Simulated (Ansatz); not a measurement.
Structure relaxation of Na₂H₃

All numbers below come from DFT PBE, scalar-relativistic, plane waves, PAW in Ansatz. Cutoff 420 eV, Γ-centred k mesh, Gaussian smearing, no spin polarisation in the final step.

Na₂H₃ was placed on the corundum structure type (R-3c, No. 167), with Na in place of Al, H in place of O, at a guessed volume.

```xyz
10
Lattice="2.6805 1.5476 4.8788 -2.6805 1.5476 4.8788 0.0000 -3.0951 4.8788" Properties=species:S:1:pos:R:3 pbc="T T T"
Na    0.0000    0.0000   12.4729
Na    0.0000    0.0000    9.4818
Na    0.0000    0.0000    2.1636
Na    0.0000    0.0000    5.1547
H    -1.0387   -1.5476    6.0985
H     1.8596   -0.1257    6.0985
H    -0.8209    1.6733    6.0985
H     1.0387    1.5476    8.5380
H    -1.8596    0.1257    8.5380
H     0.8209   -1.6733    8.5380
```

Steps on the 6×6×6 mesh (10 atoms). 8 of 8 steps are shown, and the free energy counts from the last. Trial steps that were taken back and renewals of the plane-wave basis can be among the rows.

```
step  ΔF (meV/atom) V (Å³/atom) P (GPa) largest force component (eV/Å)
   1           71.3        12.14     6.02                           0.195
   2           21.9        13.81     1.76                           0.124
   3           10.7        14.50    -0.06                           0.054
   4            9.0        14.52     0.04                           0.015
   5            7.7        14.55    -0.11                           0.023
   6            5.7        14.40    -0.32                           0.026
   7            3.9        13.98    -0.27                           0.009
   8            0.0        13.98     0.05                           0.008
```

A final relaxation ran on a 12×12×12 mesh. The relaxed crystal, R-3c (No. 167):

Space group R-3c:H (No. 167). a = 6.110 Å, b = 6.110 Å, c = 12.905 Å, α = 90.00°, β = 90.00°, γ = 120.00°
| atom | site | symmetry | x | y | z |
| --- | --- | --- | --- | --- | --- |
| Na | 12c | 3. | 0.3333 | 0.6667 | 0.5363 |
| H | 18e | .2 | 0.9617 | 0.3333 | 0.0833 |

* Volume per atom: 13.91 Å³
* Density: 1.17 g/cm³
* Energy over the elements: 0.34 eV/atom
* Gap on the 12×12×12 mesh: 0 eV (a metal)

Energies over the elements count from the elements' standard structures at the same level (H₂ as a molecule), with no empirical corrections.

The final run used a 12×12×12 mesh on its 10-atom cell and 0.10 eV smearing. For metals, differences of a few meV/atom aren't resolved.

Symmetry constrained the relaxation, so the result can be a saddle point.

Cost: 3 runs of about 6.1 core-minutes in all, on Intel Xeon Platinum 8259CL (Skylake/Cascade Lake) (shared hosts).